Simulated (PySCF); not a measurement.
EPR parameters of CF2

CF₂ (triplet state).
Numbering: `[F:1][C:2][F:3]`

Structure used (PBE0-D3(BJ)/def2-SVP), in Å, numbered top down from 1:
```
atom  x, y, z in Å
F1    -1.1227   -0.2257   -0.0071
C2     0.0053    0.4340   -0.0208
F3     1.1403   -0.2134    0.0027
```

Theory: UKS B3LYP, IGLO-III on C F, non-relativistic, mean-field spin-orbit, GIAO in PySCF. Geometry: PBE0-D3(BJ)/def2-SVP; no solvent, vibrations or thermal averaging. This triplet need not be the ground state; the singlet was not compared here.

| Property | Result |
| --- | --- |
| g1, g2, g3 | 2.00203, 2.00283, 2.00327 |
| g_iso | 2.00271 |
| Form of g | rhombic: the two nearest values differ by 36 % of g3 − g1 |
| ⟨S²⟩ | 2.0035 (exact 2.0000) |
| HOMO–LUMO gap, α and β orbitals | 7.77, 8.20 eV |
| Total energy | -237.72651 Eh |

Hyperfine couplings atom by atom, in MHz; T1 to T3 are the principal values of the dipolar part; ρ(0) is the spin density at the nucleus:

| atom | isotope | a_iso | T1 | T2 | T3 | Mulliken spin population | ρ(0) (bohr⁻³) |
| --- | --- | --- | --- | --- | --- | --- | --- |
| F1 | 19F | 292.8 | -236.6 | 108.0 | 128.6 | 0.09 | 0.1392 |
| C2 | 13C | 628.1 | -73.9 | -3.7 | 77.6 | 1.81 | 1.1174 |
| F3 | 19F | 292.8 | -236.6 | 108.0 | 128.6 | 0.09 | 0.1392 |

The Mulliken spin populations are largest on C2 (+1.81), F1 (+0.09) and F3 (+0.09). C2 is the only atom above +0.15.

Axes: g2 is normal to the molecular plane.

The 13C coupling of C2 (628.1 MHz) shows only in satellite lines or after enrichment, since that isotope makes up about 1.07 % of natural carbon.
